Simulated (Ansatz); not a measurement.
Cartesian coordinates in Å:
```
C 0.413 -0.915 -0.850
C -0.150 -0.351 0.422
F -1.403 -0.840 0.623
F 0.602 -0.781 1.483
C -0.183 1.162 0.543
Cl -1.124 1.924 -0.747
H 0.409 -2.003 -0.781
H 1.436 -0.567 -0.992
H -0.194 -0.602 -1.698
H 0.832 1.551 0.500
H -0.638 1.422 1.497
```

Charge 0, multiplicity 1.

(1) List the r2SCAN/def2-TZVPP orbital energies in eV (Ansatz). (Best estimate.)

Answers

(1) The calculation gave: Occupied: -2753.61, -666.69, -666.62, -277.83, -275.11, -273.41, -254.96, -193.58, -193.33, -193.32, -33.22, -31.60, -22.97, -20.46, -18.59, -16.09, -14.30, -13.59, -13.23, -11.80, -11.38, -11.05, -10.44, -10.14, -10.09, -9.73, -8.92, -7.72, -7.68. Lowest empty: -0.26, 1.21, 1.95, 2.20, 2.87, 3.15, 3.42, 3.80.
